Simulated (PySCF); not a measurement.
Below is a simulated gas-phase C 1s photoelectron spectrum of `C=C[C@H](C)CF`.

Every computed line was given a Gaussian of 0.4 eV full width at half maximum and an area set by the number of equivalent atoms; the highest printed point is 100. Method: PySCF, delta-SCF UKS SCAN, pcX-2 on the ionised atom, pcseg-1 elsewhere, spin-free X2C.

binding energy (eV), intensity and a bar:
```
    289.7          0 
    289.8          2 #
    289.9          9 ###
    290.0         22 #######
    290.1         42 #############
    290.2         60 ##################
    290.3         75 ######################
    290.4         89 ###########################
    290.5        100 ##############################
    290.6         96 #############################
    290.7         78 #######################
    290.8         61 ##################
    290.9         55 #################
    291.0         52 ################
    291.1         41 ############
    291.2         24 #######
    291.3         10 ###
    291.4          3 #
    291.5          1 
    291.6          0 
    291.7          0 
    291.8          0 
    291.9          0 
    292.0          0 
    292.1          0 
    292.2          0 
    292.3          0 
    292.4          1 
    292.5          3 #
    292.6          9 ###
    292.7         22 #######
    292.8         39 ############
    292.9         48 ##############
    293.0         42 #############
    293.1         26 ########
    293.2         11 ###
    293.3          3 #
    293.4          1 
    293.5          0
```

Question: Count the maxima, the lines and the sites behind this envelope.

Answer: The curve has 2 maxima (at 290.5 and 292.9 eV). Under it lie 5 lines from 5 inequivalent carbon sites. At this width some lines have no maximum of their own.

Question: Decompose the envelope and assign each component. Numbering: `[CH2:1]=[CH:2][C@H:3]([CH3:4])[CH2:5][F:6]`.

Answer: 
```csv
position (eV),relative area,line,atoms,environment
290.21,1,C 1s,C1,terminal =CH2 carbon
290.51,1,C 1s,C2,alkene CH carbon
290.61,1,C 1s,C4,methyl carbon
291.00,1,C 1s,C3,allylic carbon
292.91,1,C 1s,C5,sp3 C–F carbon
```

Question: What are the centre and the root-mean-square width of the whole band?

Answer: The area-weighted mean of the lines is 291.05 eV. Their own spread about it is 0.96 eV (rms) and each Gaussian has σ = 0.4/2.355 = 0.17 eV; the variances add, which gives 0.98 eV.

Lowest listed C 1s: C1, bonded to C (double bond) and 2 H. Highest, 2.70 eV above it: C5, bonded to F, C and 2 H. The widest gap between neighbouring values is 1.91 eV, between 291.00 and 292.91 eV.

No satellites, vibrations or lifetime broadening are included. The structure is a single PBE0-D3(BJ)/def2-SVP conformer in the gas phase; no vibrational or solvent corrections.

Shape of the structure used: `[CH2:1]=[CH:2][C@H:3]([CH3:4])[CH2:5][F:6]`: C1–C2–C3–C4 -113°, C2–C3–C5–F6 64°.
